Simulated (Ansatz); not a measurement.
Basis-set extrapolation for C₂H₄N₂, SMILES `N=CC=N` (PBE0-D4/def2-TZVP geometry, frozen core, the Gaussian-basis code of Ansatz). Multiplicity 1, RHF reference.

|  | def2-TZVPP | def2-QZVPP |
| --- | --- | --- |
| HF | -186.986369 | -186.994925 |
| MP2 correlation | -0.717987 | -0.766375 |
| CCSD(T) correlation | -0.776107 | not run |

Energies in hartree. Use E(X) = E(∞) + A·exp(−7.88·√X) for Hartree–Fock and E(X) = E(∞) + B·X^(−2.97) for correlation, with X = 3 and 4, and add CCSD(T) minus MP2 of the smaller set to the MP2 limit.

Problem. What is the CCSD(T) energy at the basis-set limit?

Solution. HF limit: -186.994925 + (-0.008556) × 0.13774 = -186.99610. MP2 limit: -0.766375 + (-0.048388) × 0.74074 = -0.80222. Higher-order term: -0.776107 − (-0.717987) = -0.05812. Total: -187.85644 hartree, 246.7 kJ/mol below CCSD(T)/def2-TZVPP.
